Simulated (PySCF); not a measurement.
**What each rung costs, and what it gives**

Saddle point of BH₄OF, closed shell (BH₂F ([BH2][F]) + H₂O → BH₃O ([BH2][OH]) + HF; bonds formed: F2–H5; dative contacts that become bonds: B1–O6; bonds broken: B1–F2, H5–O6), PBE0-D4/def2-TZVP structure:

| atom | x (Å) | y (Å) | z (Å) |
| --- | --- | --- | --- |
| B1 | 0.1686 | -0.0500 | -0.5762 |
| F2 | -0.6137 | -1.2781 | 0.2339 |
| H3 | 1.1511 | -0.5437 | -1.0371 |
| H4 | -0.6428 | 0.4971 | -1.2648 |
| H5 | -0.2689 | -0.5326 | 0.9638 |
| O6 | 0.3824 | 0.5688 | 0.7716 |
| H7 | -0.1766 | 1.3385 | 0.9087 |

Barriers are electronic and count from the start structure reached by relaxing down the imaginary mode.

PySCF 2.14 with density fitting (its default auxiliary sets; JK sets also for MP2 and CCSD(T)); basis: as named in each row; cores frozen in the correlated methods. B3LYP uses VWN-RPA correlation. Extrapolation: Hartree–Fock as exp(−7.88 √X), correlation as X^−2.97.

Times are rough, for one single point on 4 threads of a shared host (Intel Xeon).

The estimate by CCSD(T) at an estimated basis limit (MP2 extrapolated from triple and quadruple zeta, plus CCSD(T) − MP2 in triple zeta) is 22.09 kcal/mol.

```
   method       basis  time (s)  barrier (kcal/mol)  method less estimate
       HF      STO-3G         2               24.80                  2.70
      MP2  def2-QZVPP         4               21.09                 -1.00
 B3LYP-D4       6-31G         5               20.81                 -1.29
  PBE0-D4    def2-SVP         6               19.28                 -2.81
   PBE-D4    def2-SVP         6               16.12                 -5.97
    SPW92  def2-TZVPP         9               14.20                 -7.89
  CCSD(T)    def2-SVP        11               22.56                  0.47
   PBE-D4  def2-TZVPP        13               17.76                 -4.33
  PBE0-D4  def2-TZVPP        13               20.48                 -1.62
 B3LYP-D4  def2-TZVPP        13               21.58                 -0.51
 BHLYP-D4  def2-TZVPP        13               24.78                  2.68
r2SCAN-D4  def2-TZVPP        23               20.03                 -2.07
  CCSD(T)  def2-TZVPP       160               22.01                 -0.09
  wB97M-V  def2-TZVPP       210               21.39                 -0.70
```

All methods are single points on the PBE0-D4 structures.

T1 diagnostic: at most 0.013.

The step is the kind of ligand exchange by which a precursor binds to a hydroxyl group, or is hydrolysed, in atomic layer deposition of oxides.

Labels in which every atom is bracketed show which atoms are joined, not bond orders.
